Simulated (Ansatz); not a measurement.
# C₂H₄N₂S: how energies converge with the basis set

Aim: see how fast density functionals converge with the basis set for C₂H₄N₂S.

The runs use Ansatz 0.2.0, Gaussian basis; one geometry, several basis sets.

Plan: PBE0-D4/def2-SVP; ωB97M-V/def2-SVP; PBE0-D4/def2-QZVPP; ωB97M-V/def2-QZVPP; the functionals' def2-TZVPP values are taken from earlier runs.

## (1) Structure used throughout

The geometry comes from an earlier relaxation with PBE0-D4 in a triple-zeta def2 set; it is a stationary point, not always the lowest conformer.

SMILES `NC(N)=C=S`, 9 atoms, charge 0, spin multiplicity 1.

Atoms are counted from 1 here; the program's logs count them from 0.

Bond lengths: N1–C2 1.403 Å, N1–H6 1.009 Å, N1–H7 1.014 Å, C2–N3 1.403 Å, C2–C4 1.318 Å, N3–H8 1.014 Å, N3–H9 1.009 Å, C4–S5 1.563 Å. Angles: C2–N1–H6 113.1°, C2–N1–H7 111.8°, H6–N1–H7 110.9°, N1–C2–N3 113.4°, N1–C2–C4 123.3°, N3–C2–C4 123.3°, C2–N3–H8 111.8°, C2–N3–H9 113.1°, H8–N3–H9 110.9°, C2–C4–S5 180.0°.

## (2) PBE0-D4 in def2-SVP

File in.yaml:

```yaml
crystal:
  periodic: [false, false, false]
  atoms:
    - {symbol: N, position_ang: [-1.246534, -0.370478, 0.415359]}
    - {symbol: C, position_ang: [0.017160, 0.032241, -0.041880]}
    - {symbol: N, position_ang: [1.077996, -0.607364, 0.616681]}
    - {symbol: C, position_ang: [0.190552, 0.923875, -0.996332]}
    - {symbol: S, position_ang: [0.396231, 1.981664, -2.128788]}
    - {symbol: H, position_ang: [-2.001177, 0.167817, 0.016347]}
    - {symbol: H, position_ang: [-1.398397, -1.363283, 0.276267]}
    - {symbol: H, position_ang: [1.074320, -0.414399, 1.612079]}
    - {symbol: H, position_ang: [1.978550, -0.396274, 0.213067]}
basis:
  gaussian: {orbitals: def2-SVP}
hamiltonian: {xc: pbe0, dispersion: d4}
output: {orbitals: {seedname: orbitals}}
```

Launch:

```console
$ ansatz run in.yaml --threads 2 --pin off --events-out ev --progress --plain --max-ram 4352MiB
```

After this run come: ωB97M-V in def2-SVP; PBE0-D4 in def2-QZVPP; ωB97M-V in def2-QZVPP.

**Question.** What will the summary of the whole plan be? Wanted: PBE0-D4: double and triple zeta above quadruple; ωB97M-V: double and triple zeta above quadruple.

The runs gave:

| quantity | value |
| --- | --- |
| PBE0-D4: double and triple zeta above quadruple | 10.25, 0.62 eV |
| ωB97M-V: double and triple zeta above quadruple | 10.39, 0.58 eV |

PBE0-D4 gains 9.63 eV from double to triple zeta, then 0.62 eV more. These are total energies; as a rule much of such shifts cancels in differences, which this series doesn't test.
